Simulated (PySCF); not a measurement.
## OF⁺: from constants to spectrum

UHF-CCSD(T) constants of OF⁺, ³Σ⁻ (triplet), unpaired electrons π ↑↑ (basis O def2-SVP, F def2-SVP; no relativity; PySCF 2.14; masses 15.9949 and 18.9984 u):

- ωe: 1292.8 cm⁻¹
- ωexe: 19.3 cm⁻¹
- Be: 1.2696 cm⁻¹
- αe: 0.0208 cm⁻¹
- D (centrifugal): 4.9e-06 cm⁻¹
- De to O⁺ + F: 2.39 eV

Question: Give the vibrational terms G(v) and spacings up to v = 3.

Answer: G(v) = ωe(v+½) − ωexe(v+½)².

```csv
v,G(v) (cm⁻¹),G(v) − G(v−1),Bv (cm⁻¹)
0,642,,1.259
1,1896,1254,1.238
2,3111,1216,1.218
3,4288,1177,1.197
```

Question: How well does the Morse estimate ωe²/(4ωexe) reproduce De, and what is D0?

Answer: It gives 2.68 eV, 112 % of the computed De. D0 = De − G(0) = 2.39 − 0.08 = 2.31 eV.

Correlated steps freeze 2 core orbitals. Correlated levels converge slowly with the basis: in double zeta they bind strong bonds too weakly, by up to about 1 eV, and carry superposition errors of some tenths. For an ion De counts to the pair picked by the measured ionisation energies or electron affinities, which need not be the lowest pair at this level. The CCSD T1 diagnostic is raised, a sign that a single reference may not be enough here. The state was picked by a PBE0 search and need not be the measured ground state.
